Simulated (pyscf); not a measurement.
PySCF, gas phase, ωB97X-D3(BJ)/def2-SVP geometries. MP2 and CC: frozen core, UHF for open shells. ΔMP2 is the change of the MP2 total energy from the triple- to the quadruple-zeta basis.

For the elementary gas-phase step germane (GeH₄) + methyl (CH₃•) → H₃C–GeH₃ + H atom (H•) (doublet surface; Ge–H broken, C–Ge formed), what barrier and reaction energy does CCSD(T)/def2-TZVPP + ΔMP2(QZVPP) give, measured from the separated reactants?

ΔE‡ = 78.0 kJ/mol, ΔE = +26.4 kJ/mol. Zero-point energy shifts the barrier by +6.1 kJ/mol. It is a substitution at Ge, with an imaginary mode of 573i cm⁻¹. The same reactants have a lower exit, to GeH₃• + CH₄ (barrier +21.4 kJ/mol at ωB97M-D3(BJ), against +78.2 kJ/mol here). One saddle was located; it need not be the lowest between these sides. The angle at the attacked Ge is 180°. The CCSD(T) − MP2 part came from Ansatz, without density fitting, on the same reference. The frozen core leaves the outer d or s,p core shells of the metals and heavy elements correlated in the MP2 and CC values, and def2-TZVPP describes them poorly, which can shift differences by a few kcal/mol. Elements up to Kr have no core potential and no relativistic terms here.
